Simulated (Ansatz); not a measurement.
Geometry optimisation, RKS r2SCAN-D4/def2-SVP in Ansatz 0.2.0.

Input:

```yaml
crystal:
  periodic: [false, false, false]
  atoms:
    - { symbol: Al, position_ang: [0.0, 0.0, 0.0] }
    - { symbol: "N", position_ang: [0.0, 0.0, 1.92] }
    - { symbol: H, position_ang: [-0.877, -0.2713, 2.45] }
    - { symbol: H, position_ang: [0.877, 0.2713, 2.45] }
    - { symbol: H, position_ang: [1.351, 0.0, -0.78] }
    - { symbol: H, position_ang: [-1.351, 0.0, -0.78] }
basis:
  gaussian: { orbitals: def2-SVP }
hamiltonian:
  xc: r2scan
  dispersion: d4
relax:
  f_tol: 0.02
  max_steps: 40
```

Command:

```bash
$ ansatz run input.yaml --threads 1 --pin off --max-ram 2048MiB --backend cpu --events-out ev --progress --plain --runs-dir out
```

Question: Where does it end, and by what steps?

Answer: The forces met the threshold. After 5 steps the energy has fallen by 0.420 eV; H3 moved furthest, 0.21 Å.

```
step  energy less start (eV)  largest force component (eV/Å)  accepted
   0                  0.0000                           2.631       yes
   1                 -0.3351                           1.183       yes
   2                 -0.3993                           0.643       yes
   3                 -0.4140                           0.386       yes
   4                 -0.4197                           0.027       yes
   5                 -0.4198                           0.017       yes
```

```xyz
6
Properties=species:S:1:pos:R:3
Al 0.000 0.000 0.040
N 0.000 0.000 1.814
H -0.826 -0.073 2.401
H 0.826 0.073 2.401
H 1.399 0.124 -0.698
H -1.399 -0.124 -0.698
```

Whether the end is a true minimum wasn't checked by a vibrational analysis.

Run time: 14 s on 1 thread of Arm Neoverse V1, with other jobs on the host, peak memory 0.12 GiB.
